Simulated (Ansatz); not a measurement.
This Ansatz (a first-principles code) input (wB97M-V/cc-pV(T+d)Z) gives -40.49157 Eh with 86 basis functions. A basis named .json is the Basis Set Exchange file of that set (core-valence sets with the plain set on hydrogen).

Ansatz 0.2 input:
```yaml
crystal:
  periodic: [false, false, false]
  atoms:
    - {symbol: C, position_ang: [-0.00000000, 0.00000000, -0.00000000]}
    - {symbol: H, position_ang: [0.62054657, 0.62688914, 0.63896175]}
    - {symbol: H, position_ang: [-0.64285838, -0.62489528, 0.61852983]}
    - {symbol: H, position_ang: [0.63693263, -0.63278043, -0.61664082]}
    - {symbol: H, position_ang: [-0.61462083, 0.63078657, -0.64085076]}
basis:
  gaussian:
    orbitals: cc-pV_T+d_Z.json
hamiltonian:
  xc: {name: wB97M-V}
magnetization: {spin_polarized: false}
```

Change:
```diff
- orbitals: cc-pV_T+d_Z.json
+ orbitals: 3-21G.json
```

Problem. What does the run give now?

Solution. -40.25658 Eh (wB97M-V/3-21G, 17 functions), a change of +234.99 mEh.
